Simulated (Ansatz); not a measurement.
Worked example: correlation energy of [SiH3···H···H], doublet

Geometry: a point of a hydrogen-transfer path between rigid fragments, not a stationary point.

```xyz
6

Si   -0.0783    0.0000    0.0000
H    -0.5732    1.3997    0.0000
H    -0.5732   -0.6999    1.2122
H    -0.5732   -0.6999   -1.2122
H     1.4497    0.0000    0.0000
H     2.4517    0.0000    0.0000
```

Basis 6-31G; Ansatz 0.2.0. Correlated methods freeze the noble-gas cores, which leaves 9 electrons in 18 orbitals. R marks a restricted (for open shells ROHF) determinant, U an unrestricted one.

Full CI is exact within this basis and frozen core; it isn't the basis-set limit. The frozen core follows each run's orbitals, which can shift R against U totals by a few meV.

Runs differ by some tens of microhartree through their thresholds and, for an open shell, their frozen cores, so steps under 0.1 kcal/mol mean nothing.

| level | total energy (hartree) |
| --- | --- |
| UHF | -291.647154 |
| UMP2 | -291.712015 |
| UCCSD | -291.738110 |
| UCCSD(T) | -291.739102 |
| UCCSDT | -291.739484 |
| UCCSDT(Q) | -291.739523 |
| full CI | -291.739532 |

Question: What is the correlation energy at full CI, and what share of it do UMP2 and UCCSD(T) recover?

Answer: E(corr) = -291.739532 − (-291.647154) = -0.092378 hartree = -2.514 eV. UMP2: -0.064861 / -0.092378 = 70.21 %. UCCSD(T): -0.091948 / -0.092378 = 99.53 %.

Question: By how many kcal/mol does UCCSD(T) miss full CI (1 hartree = 627.509 kcal/mol), and which steps make up the rest?

Answer: -291.739102 − (-291.739532) = 0.000430 hartree = 0.27 kcal/mol. Steps: UCCSDT − UCCSD(T) = -0.24, UCCSDT(Q) − UCCSDT = -0.02, full CI − UCCSDT(Q) = -0.01 kcal/mol. That is within 1 kcal/mol of the reference in this basis, which itself misses far more of the correlation at the basis-set limit.
